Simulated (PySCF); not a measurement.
Process, species as SMILES: F[C]F (closed-shell singlet) + 3 [H][H] (H2) → C (CH4) + 2 F (HF)
B3LYP-D3(BJ)/def2-TZVP geometries, fixed; electronic energies without zero-point terms.

How fast the energy of full hydrogenation converges with the basis for several methods (PySCF): deviation from each method's own reference, in kcal/mol. References: B3LYP -113.28 kcal/mol, the value in def2-QZVPPD; HF -111.62 kcal/mol, the value in def2-QZVPPD; PBE -113.79 kcal/mol, the value in def2-QZVPPD. All functions are spherical. Density fitting with generated auxiliary sets. In sets without p functions on hydrogen, species with hydrogen take exact integrals. No added dispersion term, no relativity. 

| basis | functions | B3LYP | HF | PBE |
|---|---|---|---|---|
| 3-21G | 27 | ? | 14.17 | 41.25 |
| def2-SVP | 42 | ? | -1.51 | 14.09 |
| 6-31+G* | 54 | ? | 3.33 | 8.77 |
| 6-311G** | 54 | ? | -1.43 | 9.02 |
| 6-311+G** | 66 | ? | -6.01 | -2.46 |
| aug-cc-pVDZ | 69 | ? | -7.32 | -5.03 |
| pcseg-2 | 90 | ? | -0.43 | 0.57 |
| cc-pVQZ | 175 | ? | 0.61 | 2.52 |

**Question.** Fill in the missing entries.

**Answer.** 
- 3-21G, B3LYP: 36.47
- def2-SVP, B3LYP: 11.78
- 6-31+G*, B3LYP: 7.59
- 6-311G**, B3LYP: 6.95
- 6-311+G**, B3LYP: -3.18
- aug-cc-pVDZ, B3LYP: -5.82
- pcseg-2, B3LYP: 0.03
- cc-pVQZ, B3LYP: 2.02

Mean absolute deviation over 6-311G**, 6-311+G**, pcseg-2: HF 2.62, B3LYP 3.38, PBE 4.02 kcal/mol.
